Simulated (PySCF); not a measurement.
Stepwise substitution at one centre (Al F-SH). All species are isolated molecules in the gas phase. One relaxed conformer stands for each flexible species; it need not be the lowest. Strings in code marks are SMILES.

Level of theory: PBE-D3(BJ)/def2-TZVP (PySCF 2.14.0). Excitations are Tamm–Dancoff values on a coarser integration grid. The basis has no diffuse functions, so Rydberg states are missing or too high.

```tsv
species	S1–T1 gap (TDA) (eV)	LUMO (eV)	S1 excitation (TDA) (eV)	S1 oscillator strength
0 of 3 F replaced by SH	0.21	-2.50	(withheld)	0.000
1 of 3 F replaced by SH	0.36	-2.05	5.17	0.040
2 of 3 F replaced by SH (`[F][Al]([SH])[SH]` (S–Al–S–H torsion 0°, S–Al–S–H torsion -179°))	(withheld)	-1.72	5.03	(withheld)
3 of 3 F replaced by SH (`[SH][Al]([SH])[SH]`)	0.20	-1.56	(withheld)	0.000
```

**Question.** Fill in the missing entries.

**Answer.** 
- 0 of 3 F replaced by SH, S1 excitation (TDA) (eV): 7.19
- 2 of 3 F replaced by SH (`[F][Al]([SH])[SH]` (S–Al–S–H torsion 0°, S–Al–S–H torsion -179°)), S1–T1 gap (TDA) (eV): 0.24
- 2 of 3 F replaced by SH (`[F][Al]([SH])[SH]` (S–Al–S–H torsion 0°, S–Al–S–H torsion -179°)), S1 oscillator strength: 0.000
- 3 of 3 F replaced by SH (`[SH][Al]([SH])[SH]`), S1 excitation (TDA) (eV): 4.99
